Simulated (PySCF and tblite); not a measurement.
The numbers below are computed, except where a source is named.
C5H10, numbered as in [CH3:1][CH2:2][CH:3]1[CH2:4][CH2:5]1.

Free energies: B3LYP-D3(BJ)/def2-TZVP (IEF-PCM, chloroform) on PBE0-D3(BJ)/def2-SVP structures plus GFN2-xTB thermal terms, symmetry and mirror images included. Conformers within 3 kcal/mol (GFN2-xTB free energy) were kept, 8 at most. Couplings: B3LYP/pcJ-1 (gas phase; spin-dipole term only for pairs with B, N, F, Si or P). Couplings are for ¹³C, ¹H; a prime marks the second kind of pair between the same two sets of atoms. Of two unlike H on one atom, a is the less shielded (wB97X-D/pcSseg-1 (IEF-PCM, chloroform)). Programs: PySCF with density fitting and tblite.

Torsions listed: C1–C2–C3–C4. Of a mirror pair one member is shown.

| conformer | shape | weight % |
| --- | --- | --- |
| 1 | 83° | 96.6 |
| 2 | -36° | 3.4 |

(1) Give the couplings in each conformer and the averages at 298.15 K (pairs that fast motion interchanges averaged).

## Answers

(1) 
```csv
coupling,pairs,1,2,average (Hz)
"¹J(C1,C2)",1,37.1,38.1,37.1
"¹J(C1,H1)",3,131.8,131.6,131.8
"²J(C1,H2)",2,-3.2,-3.7,-3.2
"³J(C1,H3)",1,2.1,7.6,2.3
"⁴J(C1,H4a)",2,0.5,-0.1,0.5
"¹J(C2,C3)",1,45.8,45.7,45.8
"²J(H1,C2)",3,-3.5,-3.4,-3.5
"¹J(C2,H2)",2,130.4,130.6,130.4
"²J(C2,H3)",1,1.6,1.4,1.6
"³J(C2,H4a)",2,2.9,2.4,2.9
"³J(C2,H4b)",2,6.0,5.2,6.0
"¹J(C3,C4)",2,15.4,15.8,15.5
"³J(H1,C3)",3,6.5,5.7,6.5
"²J(H2,C3)",2,-4.7,-4.2,-4.7
"¹J(C3,H3)",1,162.3,161.5,162.3
"²J(C3,H4a)",2,-1.6,-1.4,-1.6
"²J(C3,H4b)",2,-2.0,-2.1,-2.0
"¹J(C4,C5)",1,14.8,14.5,14.8
"³J(H2,C4)",2,1.9,7.8,2.1
"³J(H2,C4′)",2,6.1,1.1,6.0
"²J(H3,C4)",2,-1.1,-1.6,-1.1
"¹J(C4,H4a)",2,168.6,168.5,168.6
"¹J(C4,H4b)",2,166.4,165.8,166.4
"²J(C4,H5b)",2,-1.9,-1.9,-1.9
"²J(C4,H5a)",2,-2.2,-2.5,-2.2
"²J(H1,H1)",3,-13.9,-14.2,-13.9
"³J(H1,H2)",6,8.2,8.5,8.2
"²J(H2,H2)",1,-15.2,-15.3,-15.2
"³J(H2,H3)",2,7.8,3.4,7.7
"⁴J(H2,H5b)",2,-0.5,-0.3,-0.5
"³J(H3,H4a)",2,9.2,9.9,9.2
"³J(H3,H4b)",2,5.5,6.4,5.6
"²J(H4a,H4b)",2,-5.2,-5.5,-5.2
"³J(H4a,H5b)",2,6.2,6.2,6.2
"³J(H4a,H5a)",1,10.1,10.3,10.1
"³J(H4b,H5b)",1,10.4,10.7,10.4
```

Only couplings over up to 4 bonds are listed; longer-range ones, if any, are left out.
